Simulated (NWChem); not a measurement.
Molecule: Li$_{2}$; SMILES [Li][Li]

```xyz
2

Li     0.0000     0.0000    -1.3936
Li     0.0000     0.0000     1.3936
```
Atoms are numbered in this order, from 1.

Results from NWChem. Geometry optimised at PBE0/def2-SVP; all other runs use it. 

| quantity | level | value |
|---|---|---|
| vertical, lowest excitation, singlet (eV) | B3LYP/def2-SVPD, TDA | 2.07 |
| −ε(HOMO) (eV) | B3LYP/def2-SVP | 3.58 |
| isotropic polarisability (bohr³), static | B3LYP/def2-SVPD | [?] |
| absolute shielding σ Li1 (ppm) | PBE/pcSseg-1, GIAO | 98.6 |
| highest harmonic frequency (cm⁻¹) | PBE0/def2-SVP | [?] |

Question: Fill in the missing entries.

Answer: 
- isotropic polarisability (bohr³), static, value: 205.8
- highest harmonic frequency (cm⁻¹), value: 330
